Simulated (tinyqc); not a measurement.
Inside a calculation. Method: coupled-perturbed Hartree-Fock on RHF in the sto-3g basis, for H2F+, spin multiplicity 1. Computed by tinyqc, a small Python program that keeps every step (integrals from PySCF). Settings: charge = 1, multiplicity = 1, basis = sto-3g, method = RHF, energy threshold = 1e-10, iteration cap = 86, orthogonalisation = symmetric, start = Wolfsberg-Helmholz matrix, DIIS depth = 6. Command: `OMP_NUM_THREADS=1 python tinyqc.py 28834 28835 out.jsonl` (the two numbers bound the seeds that draw the settings). One thread of a shared host (Intel(R) Xeon(R) Processor @ 2.60GHz), about 0.2 s of CPU time with the checks. The early iterations of the SCF are left out here.

## One-electron integrals

Geometry (angstrom):
```
atom       x        y       z
F     0.0000   0.0000  0.0000
H     0.0000   0.8030  0.6200
H     0.0000  -0.7720  0.5960
```

Basis sto-3g: exponents (1/bohr^2) and contraction coefficients of normalised primitives:
```
element  l (shell)  exponent  coefficient
F            s (1)  166.6791       0.1543
F            s (1)   30.3608       0.5353
F            s (1)    8.2168       0.4446
F            s (2)    6.4648      -0.1000
F            s (2)    1.5023       0.3995
F            s (2)    0.4886       0.7001
F            p (3)    6.4648       0.1559
F            p (3)    1.5023       0.6077
F            p (3)    0.4886       0.3920
H            s (1)    3.4253       0.1543
H            s (1)    0.6239       0.5353
H            s (1)    0.1689       0.4446
```

Overlap, kinetic and nuclear-attraction integrals over the contracted functions; the nuclear repulsion is the sum of Za Zb / Rab.

nuclear repulsion = 9.913710 hartree

overlap S, lower triangle:
```
         1F 1s   1F 2s  1F 2px   1F 2py  1F 2pz   2H 1s   3H 1s
1F 1s   1.0000
1F 2s   0.2380  1.0000
1F 2px  0.0000  0.0000  1.0000
1F 2py  0.0000  0.0000  0.0000   1.0000
1F 2pz  0.0000  0.0000  0.0000   0.0000  1.0000
2H 1s   0.0392  0.3862  0.0000   0.2488  0.1921  1.0000
3H 1s   0.0431  0.4107  0.0000  -0.2601  0.2008  0.2303  1.0000
```

kinetic energy T (hartree), lower triangle:
```
          1F 1s   1F 2s  1F 2px   1F 2py  1F 2pz   2H 1s   3H 1s
1F 1s   36.9846
1F 2s   -0.2129  1.0380
1F 2px   0.0000  0.0000  3.2480
1F 2py   0.0000  0.0000  0.0000   3.2480
1F 2pz   0.0000  0.0000  0.0000   0.0000  3.2480
2H 1s   -0.0053  0.0824  0.0000   0.1611  0.1244  0.7600
3H 1s   -0.0035  0.0995  0.0000  -0.1825  0.1409  0.0040  0.7600
```

nuclear attraction V (hartree), lower triangle:
```
           1F 1s     1F 2s    1F 2px    1F 2py    1F 2pz    2H 1s    3H 1s
1F 1s   -78.0738
1F 2s    -9.4301  -12.6008
1F 2px    0.0000    0.0000  -12.4436
1F 2py    0.0008    0.0088    0.0000  -12.5638
1F 2pz   -0.0157   -0.1904    0.0000    0.0046  -12.5152
2H 1s    -1.5951   -3.6927    0.0000   -2.0584   -1.6468  -6.1198
3H 1s    -1.7545   -3.9722    0.0000    2.1880   -1.7476  -1.5884  -6.2795
```

core Hamiltonian H = T + V (hartree), lower triangle:
```
           1F 1s     1F 2s   1F 2px   1F 2py   1F 2pz    2H 1s    3H 1s
1F 1s   -41.0892
1F 2s    -9.6429  -11.5628
1F 2px    0.0000    0.0000  -9.1956
1F 2py    0.0008    0.0088   0.0000  -9.3158
1F 2pz   -0.0157   -0.1904   0.0000   0.0046  -9.2672
2H 1s    -1.6004   -3.6104   0.0000  -1.8973  -1.5224  -5.3598
3H 1s    -1.7580   -3.8727   0.0000   2.0055  -1.6067  -1.5844  -5.5194
```

## Two-electron integrals

Functions are numbered as in S; the eight-fold symmetry (ij|kl) = (ji|kl) = (kl|ij) leaves the list below.

Two-electron integrals (ij|kl) in chemists' order, unique and non-zero (hartree):
```
(11|11) 5.4035      (21|11) 0.8419      (21|21) 0.1563      (22|11) 1.2680
(22|21) 0.2923      (22|22) 0.9262      (31|31) 0.0280      (32|31) 0.0432
(32|32) 0.2046      (33|11) 1.2645      (33|21) 0.2924      (33|22) 0.9260
(33|33) 0.9975      (41|41) 0.0280      (42|41) 0.0432      (42|42) 0.2046
(43|43) 0.0538      (44|11) 1.2645      (44|21) 0.2924      (44|22) 0.9260
(44|33) 0.8900      (44|44) 0.9975      (51|51) 0.0280      (52|51) 0.0432
(52|52) 0.2046      (53|53) 0.0538      (54|54) 0.0538      (55|11) 1.2645
(55|21) 0.2924      (55|22) 0.9260      (55|33) 0.8900      (55|44) 0.8900
(55|55) 0.9975      (61|11) 0.1407      (61|21) 0.0259      (61|22) 0.0481
(61|33) 0.0480      (61|41) 0.0008      (61|42) 0.0016      (61|44) 0.0482
(61|51) 0.0007      (61|52) 0.0012      (61|54) 1.10e-04    (61|55) 0.0481
(61|61) 0.0043      (62|11) 0.3540      (62|21) 0.0827      (62|22) 0.2920
(62|33) 0.2878      (62|41) 0.0045      (62|42) 0.0347      (62|44) 0.2956
(62|51) 0.0034      (62|52) 0.0268      (62|54) 0.0060      (62|55) 0.2924
(62|61) 0.0139      (62|62) 0.1130      (63|31) 0.0087      (63|32) 0.0514
(63|43) 0.0073      (63|53) 0.0057      (63|63) 0.0168      (64|11) 0.1899
(64|21) 0.0449      (64|22) 0.1699      (64|33) 0.1626      (64|41) 0.0108
(64|42) 0.0705      (64|44) 0.1816      (64|51) 0.0016      (64|52) 0.0148
(64|54) 0.0090      (64|55) 0.1652      (64|61) 0.0079      (64|62) 0.0806
(64|64) 0.0739      (65|11) 0.1466      (65|21) 0.0347      (65|22) 0.1312
(65|33) 0.1255      (65|41) 0.0016      (65|42) 0.0148      (65|44) 0.1289
(65|51) 0.0099      (65|52) 0.0628      (65|54) 0.0099      (65|55) 0.1389
(65|61) 0.0061      (65|62) 0.0623      (65|64) 0.0441      (65|65) 0.0508
(66|11) 0.5060      (66|21) 0.1202      (66|22) 0.4893      (66|33) 0.4725
(66|41) 0.0082      (66|42) 0.0897      (66|44) 0.5037      (66|51) 0.0063
(66|52) 0.0693      (66|54) 0.0241      (66|55) 0.4911      (66|61) 0.0203
(66|62) 0.2420      (66|64) 0.2006      (66|65) 0.1549      (66|66) 0.7746
(71|11) 0.1547      (71|21) 0.0285      (71|22) 0.0529      (71|33) 0.0528
(71|41) -0.0009     (71|42) -0.0017     (71|44) 0.0529      (71|51) 0.0007
(71|52) 0.0013      (71|54) -1.20e-04   (71|55) 0.0529      (71|61) 0.0047
(71|62) 0.0149      (71|64) 0.0077      (71|65) 0.0065      (71|66) 0.0216
(71|71) 0.0052      (72|11) 0.3808      (72|21) 0.0889      (72|22) 0.3131
(72|33) 0.3086      (72|41) -0.0048     (72|42) -0.0369     (72|44) 0.3169
(72|51) 0.0037      (72|52) 0.0285      (72|54) -0.0064     (72|55) 0.3135
(72|61) 0.0146      (72|62) 0.1004      (72|64) 0.0491      (72|65) 0.0536
(72|66) 0.1771      (72|71) 0.0164      (72|72) 0.1289      (73|31) 0.0094
(73|32) 0.0554      (73|43) -0.0078     (73|53) 0.0060      (73|63) 0.0146
(73|73) 0.0194      (74|11) -0.2014     (74|21) -0.0476     (74|22) -0.1796
(74|33) -0.1718     (74|41) 0.0117      (74|42) 0.0756      (74|44) -0.1921
(74|51) -0.0017     (74|52) -0.0156     (74|54) 0.0096      (74|55) -0.1746
(74|61) -0.0075     (74|62) -0.0481     (74|64) -0.0093     (74|65) -0.0252
(74|66) -0.0754     (74|71) -0.0092     (74|72) -0.0906     (74|74) 0.0826
(75|11) 0.1555      (75|21) 0.0368      (75|22) 0.1387      (75|33) 0.1327
(75|41) -0.0017     (75|42) -0.0156     (75|44) 0.1362      (75|51) 0.0108
(75|52) 0.0675      (75|54) -0.0106     (75|55) 0.1469      (75|61) 0.0063
(75|62) 0.0531      (75|64) 0.0254      (75|65) 0.0426      (75|66) 0.1038
(75|71) 0.0071      (75|72) 0.0699      (75|74) -0.0488     (75|75) 0.0571
(76|11) 0.1437      (76|21) 0.0339      (76|22) 0.1314      (76|33) 0.1288
(76|41) 2.34e-05    (76|42) 2.80e-04    (76|44) 0.1310      (76|51) 0.0022
(76|52) 0.0209      (76|54) 6.99e-05    (76|55) 0.1343      (76|61) 0.0057
(76|62) 0.0518      (76|64) 0.0323      (76|65) 0.0325      (76|66) 0.1209
(76|71) 0.0062      (76|72) 0.0550      (76|74) -0.0334     (76|75) 0.0341
(76|76) 0.0296      (77|11) 0.5237      (77|21) 0.1243      (77|22) 0.5039
(77|33) 0.4863      (77|41) -0.0087     (77|42) -0.0933     (77|44) 0.5189
(77|51) 0.0067      (77|52) 0.0720      (77|54) -0.0251     (77|55) 0.5058
(77|61) 0.0203      (77|62) 0.1700      (77|64) 0.0737      (77|65) 0.1007
(77|66) 0.3308      (77|71) 0.0231      (77|72) 0.2621      (77|74) -0.2141
(77|75) 0.1653      (77|76) 0.1209      (77|77) 0.7746
```

## Orthogonalisation

S = U s U^T; symmetric (Loewdin) form X = U s^(-1/2) U^T, so that X^T S X = 1.

eigenvalues of S: 0.4420  0.5098  0.8948  1.0000  1.0940  1.2624  1.7969

X, lower triangle:
```
          1F 1s    1F 2s  1F 2px   1F 2py   1F 2pz    2H 1s   3H 1s
1F 1s    1.0238
1F 2s   -0.1375   1.1614
1F 2px   0.0000   0.0000  1.0000
1F 2py   0.0005  -0.0067  0.0000   1.0689
1F 2pz  -0.0068   0.0671  0.0000  -0.0028   1.0323
2H 1s    0.0176  -0.2098  0.0000  -0.1684  -0.1026   1.1251
3H 1s    0.0188  -0.2327  0.0000   0.1784  -0.1115  -0.0923  1.1423
```

## Iteration 8 (converged): orbitals

converged F (hartree), lower triangle:
```
           1F 1s    1F 2s   1F 2px   1F 2py   1F 2pz    2H 1s    3H 1s
1F 1s   -26.6279
1F 2s    -6.7902  -3.6469
1F 2px    0.0000   0.0000  -1.0499
1F 2py    0.0009   0.0082   0.0000  -0.9929
1F 2pz   -0.0244  -0.1288   0.0000   0.0058  -1.0211
2H 1s    -1.1362  -1.1813   0.0000  -0.5072  -0.4489  -0.8492
3H 1s    -1.2474  -1.2645   0.0000   0.5285  -0.4664  -0.4325  -0.9010
```

Diagonalise F' = X^T F X, C = X C', fill 5 alpha and 5 beta electrons from the bottom; D = 2 C_occ C_occ^T. Each column has its largest component positive (the first on a tie).

F' = X^T F X (hartree), lower triangle:
```
          1        2        3        4        5        6        7
1  -26.1474
2   -3.4420  -2.2655
3    0.0000   0.0000  -1.0499
4    0.0015  -0.0053   0.0000  -0.7769
5   -0.0450   0.0407   0.0000  -0.0012  -0.9129
6   -0.1445  -0.4718   0.0000  -0.4236  -0.2974  -0.3837
7   -0.1717  -0.5131   0.0000   0.4403  -0.3134  -0.0973  -0.3773
```

orbital energies (hartree): MO1 -26.6376, MO2 -2.0682, MO3 -1.1889, MO4 -1.0911, MO5 -1.0499, MO6 -0.0099, MO7 0.1320

coefficients C:
```
            MO1      MO2      MO3      MO4     MO5      MO6      MO7
1F 1s    0.9947  -0.2490  -0.0068   0.0717  0.0000   0.1046   0.0179
1F 2s    0.0230   0.9406   0.0357  -0.3590  0.0000  -0.6633  -0.1233
1F 2px   0.0000   0.0000   0.0000   0.0000  1.0000   0.0000   0.0000
1F 2py  -0.0002  -0.0073   0.7482   0.0378  0.0000  -0.1060   0.7939
1F 2pz   0.0026   0.1183  -0.0386   0.8584  0.0000  -0.5767  -0.0917
2H 1s   -0.0040   0.0815   0.3312   0.2318  0.0000   0.8399  -0.6942
3H 1s   -0.0044   0.0894  -0.3498   0.1997  0.0000   0.6243   0.9231
```

D after iteration 8, lower triangle:
```
          1F 1s    1F 2s  1F 2px   1F 2py  1F 2pz    2H 1s   3H 1s
1F 1s    2.1132
1F 2s   -0.4748   2.0308
1F 2px   0.0000   0.0000  2.0000
1F 2py  -0.0015   0.0124  0.0000   1.1225
1F 2pz   0.0699  -0.3963  0.0000   0.0055  1.5045
2H 1s   -0.0198   0.0102  0.0000   0.5119  0.3917   0.3402
3H 1s   -0.0199  -0.0003  0.0000  -0.5096  0.3909  -0.1245  0.3405
```

## Convergence

Stop when the energy changes by less than 1e-10 hartree and every element of the error matrix X^T (F D S - S D F) X is below 3e-06.

Course of the cycle:
```
iteration  E (hartree)     change  largest element of the error matrix
1           -98.582697          -                             4.97e-01
2           -98.843259  -2.61e-01                             1.16e-01
3           -98.860471  -1.72e-02                             2.07e-02
4           -98.860996  -5.25e-04                             3.89e-03
5           -98.861022  -2.62e-05                             1.16e-03
6           -98.861026  -4.16e-06                             8.68e-06
7           -98.861026  -1.38e-10                             1.24e-06
8           -98.861026  -3.42e-12                             1.39e-07
```

PySCF RHF in the same basis = -98.861026 hartree

Converged in 8 iterations.

## Integrals over molecular orbitals

(pq|rs) = sum C_ip C_jq C_kr C_ls (ij|kl), one index at a time.

one-electron integrals over orbitals h = C^T H C (hartree), lower triangle:
```
          1        2        3        4        5        6        7
1  -41.0711
2    0.6875  -9.6600
3    0.0183  -0.0251  -8.1199
4   -0.1877   0.3529   0.0453  -8.6924
5    0.0000   0.0000   0.0000   0.0000  -9.1956
6   -0.2775   1.3688   0.2672   1.4204   0.0000  -5.6982
7   -0.0475   0.2395  -2.1070   0.0896   0.0000   0.0132  -6.0037
```

Two-electron integrals over orbitals (pq|rs), unique and non-zero (hartree):
```
(11|11) 5.3622      (21|11) -0.5013     (21|21) 0.0746      (22|11) 1.2011
(22|21) -0.0188     (22|22) 0.8608      (31|11) -0.0137     (31|21) 0.0017
(31|22) -0.0016     (31|31) 0.0177      (32|11) 0.0079      (32|21) -0.0009
(32|22) -0.0029     (32|31) 0.0261      (32|32) 0.1591      (33|11) 0.9961
(33|21) -0.0082     (33|22) 0.7635      (33|31) 0.0006      (33|32) 0.0033
(33|33) 0.7435      (41|11) 0.1433      (41|21) -0.0180     (41|22) 0.0153
(41|31) -0.0007     (41|32) 1.43e-05    (41|33) 0.0054      (41|41) 0.0285
(42|11) -0.0981     (42|21) 0.0087      (42|22) 0.0059      (42|31) 3.97e-05
(42|32) -3.47e-04   (42|33) -0.0071     (42|41) 0.0286      (42|42) 0.1562
(43|11) -0.0098     (43|21) 4.61e-04    (43|22) -0.0034     (43|31) -0.0043
(43|32) 0.0040      (43|33) -0.0045     (43|41) 0.0009      (43|42) 0.0054
(43|43) 0.0495      (44|11) 1.1497      (44|21) -0.0146     (44|22) 0.8071
(44|31) -1.22e-04   (44|32) 0.0058      (44|33) 0.7147      (44|41) -0.0112
(44|42) -0.0923     (44|43) -0.0057     (44|44) 0.8856      (51|51) 0.0296
(52|51) 0.0390      (52|52) 0.1804      (53|51) 0.0010      (53|52) 0.0036
(53|53) 0.0388      (54|51) -0.0104     (54|52) -0.0375     (54|53) -0.0013
(54|54) 0.0554      (55|11) 1.2640      (55|21) -0.0141     (55|22) 0.8790
(55|31) -3.93e-04   (55|32) 0.0041      (55|33) 0.7521      (55|41) 0.0041
(55|42) -0.0539     (55|43) -0.0056     (55|44) 0.8311      (55|55) 0.9975
(61|11) 0.2111      (61|21) -0.0334     (61|22) 0.0031      (61|31) -0.0025
(61|32) -0.0023     (61|33) 0.0021      (61|41) -0.0050     (61|42) -0.0199
(61|43) -2.46e-04   (61|44) 0.0144      (61|55) 0.0058      (61|61) 0.0223
(62|11) -0.2911     (62|21) 0.0071      (62|22) -0.1478     (62|31) -0.0015
(62|32) -0.0085     (62|33) -0.0944     (62|41) -0.0183     (62|42) -0.0410
(62|43) 0.0032      (62|44) -0.0978     (62|55) -0.1510     (62|61) 0.0058
(62|62) 0.0803      (63|11) -0.0517     (63|21) 0.0011      (63|22) -0.0260
(63|31) -0.0044     (63|32) 0.0199      (63|33) -0.0229     (63|41) -1.14e-04
(63|42) 0.0079      (63|43) 0.0165      (63|44) -0.0215     (63|55) -0.0288
(63|61) -1.46e-04   (63|62) 0.0117      (63|63) 0.0631      (64|11) -0.2739
(64|21) 0.0035      (64|22) -0.1414     (64|31) 0.0012      (64|32) 0.0075
(64|33) -0.0878     (64|41) -0.0047     (64|42) 0.0181      (64|43) 0.0033
(64|44) -0.1522     (64|55) -0.1494     (64|61) 3.20e-04    (64|62) 0.0601
(64|63) 0.0190      (64|64) 0.0791      (65|51) -0.0136     (65|52) -0.0522
(65|53) -0.0040     (65|54) -0.0072     (65|65) 0.0270      (66|11) 0.7205
(66|21) -0.0057     (66|22) 0.5879      (66|31) 0.0018      (66|32) 0.0227
(66|33) 0.5633      (66|41) 0.0167      (66|42) 0.0688      (66|43) 0.0145
(66|44) 0.5480      (66|55) 0.5604      (66|61) -0.0059     (66|62) -0.0601
(66|63) 0.0184      (66|64) -0.0271     (66|66) 0.5659      (71|11) 0.0363
(71|21) -0.0059     (71|22) 8.98e-05    (71|31) 0.0168      (71|32) 0.0240
(71|33) 0.0014      (71|41) 2.33e-04    (71|42) -0.0019     (71|43) -0.0043
(71|44) 0.0018      (71|55) 0.0010      (71|61) 0.0014      (71|62) -0.0014
(71|63) -0.0040     (71|64) 0.0009      (71|66) 0.0017      (71|71) 0.0168
(72|11) -0.0518     (72|21) 0.0012      (72|22) -0.0262     (72|31) 0.0171
(72|32) 0.0606      (72|33) -0.0122     (72|41) -0.0019     (72|42) -0.0015
(72|43) -0.0259     (72|44) -0.0203     (72|55) -0.0263     (72|61) -0.0015
(72|62) 0.0056      (72|63) -0.0265     (72|64) 0.0103      (72|66) -0.0125
(72|71) 0.0157      (72|72) 0.0556      (73|11) 0.4160      (73|21) -0.0084
(73|22) 0.1959      (73|31) -1.65e-04   (73|32) 0.0106      (73|33) 0.1598
(73|41) -0.0014     (73|42) -0.0625     (73|43) -0.0009     (73|44) 0.1931
(73|55) 0.2238      (73|61) 0.0056      (73|62) -0.0689     (73|63) -0.0096
(73|64) -0.0858     (73|66) 0.0249      (73|71) 0.0008      (73|72) -0.0158
(73|73) 0.1592      (74|11) -0.0177     (74|21) 1.48e-04    (74|22) -0.0080
(74|31) -0.0082     (74|32) -0.0600     (74|33) -0.0058     (74|41) -0.0013
(74|42) -0.0038     (74|43) 0.0081      (74|44) -0.0102     (74|55) -0.0091
(74|61) 0.0015      (74|62) 0.0075      (74|63) -0.0389     (74|64) -0.0026
(74|66) -0.0208     (74|71) -0.0078     (74|72) -0.0098     (74|73) -0.0126
(74|74) 0.0515      (75|51) -0.0023     (75|52) -0.0089     (75|53) 0.0248
(75|54) 4.62e-04    (75|65) 0.0016      (75|75) 0.0196      (76|11) -0.0021
(76|21) 1.87e-04    (76|22) 0.0031      (76|31) -0.0094     (76|32) -0.0891
(76|33) -0.0019     (76|41) 0.0016      (76|42) 0.0048      (76|43) -0.0445
(76|44) -0.0067     (76|55) -0.0009     (76|61) 5.85e-05    (76|62) -0.0037
(76|63) -0.0703     (76|64) -0.0140     (76|66) -0.0400     (76|71) -0.0089
(76|72) 0.0093      (76|73) -0.0164     (76|74) 0.0581      (76|76) 0.1416
(77|11) 0.7939      (77|21) -0.0074     (77|22) 0.6167      (77|31) -0.0034
(77|32) -0.0283     (77|33) 0.6181      (77|41) 0.0039      (77|42) 0.0114
(77|43) -0.0120     (77|44) 0.5898      (77|55) 0.6007      (77|61) 0.0024
(77|62) -0.0464     (77|63) -0.0289     (77|64) -0.0334     (77|66) 0.5345
(77|71) -0.0025     (77|72) -0.0060     (77|73) 0.0584      (77|74) 0.0165
(77|76) 0.0375      (77|77) 0.5936
```

## Response to a field: uncoupled start

dipole integrals <a|y|i> (bohr):
```
         i1       i2      i3       i4      i5
a6  -0.0058   0.0044  0.7448   0.1262  0.0000
a7   0.0417  -0.0987  0.1254  -0.5693  0.0000
```

Field along y; U_ai = -mu_ai / (e_a - e_i), alpha = -4 sum U_ai mu_ai.

uncoupled U:
```
         i1       i2       i3       i4      i5
a6   0.0002  -0.0021  -0.6317  -0.1167  0.0000
a7  -0.0016   0.0449  -0.0949   0.4655  0.0000
```

uncoupled polarisability = 3.0666 bohr^3

## Coupled step 1

U_ai = -(mu_ai + sum_bj [4 (ai|bj) - (ab|ij) - (aj|bi)] U_bj) / (e_a - e_i); alpha = -4 sum U_ai mu_ai.

U after step 1:
```
         i1       i2       i3       i4      i5
a6   0.0002  -0.0035  -0.8221  -0.1489  0.0000
a7  -0.0015   0.0784  -0.1315   0.6176  0.0000
```

polarisability = 4.0278 bohr^3

## Coupled step 2

As before.

U after step 2:
```
         i1       i2       i3       i4      i5
a6   0.0002  -0.0050  -0.8803  -0.1600  0.0000
a7  -0.0015   0.0926  -0.1423   0.6682  0.0000
```

polarisability = 4.3333 bohr^3

## Coupled polarisability

Repeat until U stops changing; compare with -d2E/dF2.

Course of the coupled iterations:
```
step  alpha (bohr^3)
0             3.0666
1             4.0278
2             4.3333
3             4.4311
4             4.4625
5             4.4727
6             4.4760
7             4.4771
8             4.4774
9             4.4776
10            4.4776
11            4.4776
12            4.4776
13            4.4776
14            4.4776
15            4.4776
16            4.4776
17            4.4776
```

coupled polarisability = 4.4776 bohr^3

finite-field check, fields of +/-0.001 au = 4.4776 bohr^3
